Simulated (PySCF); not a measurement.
## Electronic absorption of bicyclo[3.1.0]hex-2-ene

Species: bicyclo[3.1.0]hex-2-ene, C6H8.
SMILES: `C1=C[C@H]2C[C@H]2C1`

Level of theory: TDDFT CAM-B3LYP/aug-cc-pVTZ, vertical, gas phase, core orbitals frozen in the response (PySCF). Geometry: PBE0-D3(BJ)/def2-TZVP; no solvent, vibrations or thermal averaging.

What does the calculation give for the low-lying excited states?

```tsv
state	E (eV)	ν̃ (cm⁻¹)	f	main configurations (H = HOMO, L = LUMO)
S1	5.90	47570	0.0089	H→L (83%)
S2	6.21	50090	0.091	H→L+3 (42%), H→L+8 (39%)
S3	6.37	51390	0.031	H→L+1 (73%)
S4	6.47	52180	0.0010	H→L+2 (84%)
S5	6.61	53330	0.029	H→L+3 (38%), H→L+8 (13%), H→L+4 (9%)
S6	7.03	56690	0.0023	H→L+5 (38%), H→L+4 (30%), H→L+6 (12%)
S7	7.07	57020	0.0025	H→L+4 (42%), H→L+5 (36%)
S8	7.16	57710	0.0051	H-1→L (59%), H-1→L+8 (12%)
S9	7.20	58070	0.011	H→L+7 (43%), H→L+6 (31%)
S10	7.28	58690	0.0085	H-1→L+8 (33%), H-1→L+3 (18%), H-1→L (17%)
```

Triplets (Tamm–Dancoff): T1 4.12 eV, H→L+8 (59%), H→L+7 (10%); T2 5.86 eV, H→L (81%); T3 6.32 eV, H→L+1 (58%), H→L+3 (22%); T4 6.45 eV, H→L+2 (84%).

The lowest singlet lies at 5.90 eV (210 nm, ultraviolet) and is weak; its leading configuration is HOMO→LUMO (83%). The most intense listed level is S2 at 6.21 eV (200 nm, f = 0.091), 0.31 eV above S1. Löwdin shares by element: HOMO carbon 71% or more (atoms not listed hold the other 29%); LUMO hydrogen 55% or more (atoms not listed hold the other 45%). Of the 10 states listed, 4 reach f = 0.01 and none stays under 0.0005. The oscillator strengths of these states sum to 0.190; summed over the whole spectrum of an exact calculation they would give the number of electrons, 44 (Thomas–Reiche–Kuhn). Orbital energies (eV): HOMO-3 -10.91, HOMO-2 -10.46, HOMO-1 -9.31, HOMO -7.91, LUMO 0.30, LUMO+1 0.59, LUMO+2 0.64. Only the lowest 10 singlets were computed, as vertical energies without vibronic structure.
